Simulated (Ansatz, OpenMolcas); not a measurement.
## How methods differ on NO+ (nitrosonium)

NO+ has 2 atoms, charge +1, and is taken as a singlet. As SMILES, `N#[O+]`. Geometry: the measured bond length.

| atom | x (Å) | y (Å) | z (Å) |
| --- | --- | --- | --- |
| N | 0.0000 | 0.0000 | 0.0000 |
| O | 0.0000 | 0.0000 | 1.0632 |

Each level gives the energy change with the N1–O2 bond stretched from 1.063 to 2.658 Å (eV). The values are calculated.

| level | kind | program | value (eV) | less FCI/STO-3G | CPU time (all runs) |
| --- | --- | --- | --- | --- | --- |
| HF/STO-3G (restricted) | Hartree–Fock | OpenMolcas | 11.04 | +6.02 | 3.4 s |
| SVWN5/STO-3G (restricted) | LDA | Ansatz | 10.48 | +5.46 | 0.92 s |
| revPBE/STO-3G (restricted) | GGA | Ansatz | 9.46 | +4.44 | 1.6 s |
| r2SCAN/STO-3G (restricted) | meta-GGA | OpenMolcas | 11.12 | +6.10 | 11 s |
| PBE0/STO-3G (unrestricted) | global hybrid | Ansatz | 4.54 | -0.48 | 1.8 s |
| HSE06/STO-3G (restricted) | range-separated hybrid | Ansatz | 12.22 | +7.20 | 1.9 s |
| wB97X/STO-3G (restricted) | range-separated hybrid | Ansatz | 12.25 | +7.23 | 9.7 s |
| B2PLYP/STO-3G (restricted) | double hybrid | Ansatz | 11.86 | +6.84 | 1.8 s |
| FCI/STO-3G | exact in the basis | Ansatz | 5.02 | 0.00 | 0.84 s |

FCI/STO-3G is exact within its basis and frozen core, so for wave-function methods in that basis the difference is their error; functionals converge differently with the basis, so for them it is only a difference. Spin-restricted single references rise too steeply as a bond breaks. The first shape isn't each level's own minimum. The values span 4.54 to 12.25 eV. Spin contamination of the reference (⟨S²⟩ at least 0.1 too high) touches PBE0/STO-3G. All rows use very small basis sets, so even the best lies far from the true value. Times are those of the runs behind each value, whatever else they computed, on shared processors of several kinds: orders of magnitude only.
